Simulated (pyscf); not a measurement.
## Hydrogen abstraction: F–Si(SiH₃)(SiH₃)–SiH₃ + H atom (H•) → F–Si(SiH₂•)(SiH₃)–SiH₃ + hydrogen (H₂)

Gas phase, doublet surface, charge 0. Bonds broken: Si3–H6. Bonds formed: H6–H15. Optimised with ωB97X-D3(BJ)/def2-SVP in PySCF.

Transition state (Å):

```xyz
15

F     -0.7105    -1.4273     1.5346
Si    -0.4733    -0.1839     0.4809
Si    -0.3160    -0.9838    -1.7031
Si    -2.2657     1.3058     0.5938
Si     1.5089     0.9307     1.0037
H     -0.0816     0.2885    -2.5838
H      0.8419    -1.9051    -1.8937
H     -1.5717    -1.6462    -2.1621
H     -1.9846     2.3986    -0.3856
H     -3.5447     0.6341     0.2219
H     -2.3912     1.8929     1.9594
H      2.6778     0.0071     0.9264
H      1.4424     1.5355     2.3657
H      1.6763     2.0178    -0.0075
H      0.1160     1.3249    -3.3323
```

One imaginary mode, 879i cm⁻¹; descent along it reached the two sides named.

| bond | change | reactant side (Å) | saddle | product side |
|---|---|---|---|---|
| Si3–H6 | breaks | 1.494 | 1.565 | 3.3 |
| H6–H15 | forms | 3.2 | 1.294 | 0.761 |

Electronic energies relative to the separated reactants (kcal/mol):

```csv
level,barrier,reaction energy,reverse barrier
ωB97X-D3(BJ)/def2-TZVP,4.0,-15.3,19.4
PBE/def2-TZVP,-0.1,-17.9,17.8
r²SCAN/def2-TZVP,-1.4,-19.6,18.2
B3LYP-D3(BJ)/def2-TZVP,-0.3,-19.1,18.8
PBE0-D3(BJ)/def2-TZVP,1.2,-16.5,17.7
M06-2X/def2-TZVP,4.6,-18.5,23.0
ωB97M-D3(BJ)/def2-TZVP,4.0,-15.6,19.6
HF/def2-TZVP,11.5,-10.3,21.8
```

With ωB97M-D3(BJ)/def2-TZVP energies and thermal terms (ideal gas, 1 atm, RRHO with modes under 100 cm⁻¹ raised to 100, one conformer, R ln 2 for chiral ones without a mode under 150 cm⁻¹), in kcal/mol:

| T (K) | ΔH‡ | ΔG‡ | ΔH | ΔG |
|---|---|---|---|---|
| 298 | 2.7 | 8.5 | -14.7 | -16.8 |
| 600 | 2.4 | 14.5 | -14.7 | -18.9 |
| 900 | 2.2 | 20.6 | -15.2 | -20.9 |
| 1200 | 2.1 | 26.7 | -15.9 | -22.7 |

At r²SCAN, B3LYP-D3(BJ) this geometry lies under the reactants; that is no barrier but a single point on another level's saddle; such a level's own saddle, if it has one, lies nearer that side and is low. F–Si(SiH₂•)(SiH₃)–SiH₃ lies 8.3 kcal/mol over its isomer F–SiH₂–Si•(SiH₃)–SiH₃ (electronic energy, ωB97M-D3(BJ)/def2-TZVP). This is the saddle that the search found; another between the same sides may lie lower. The angle at the transferred H is 179°.
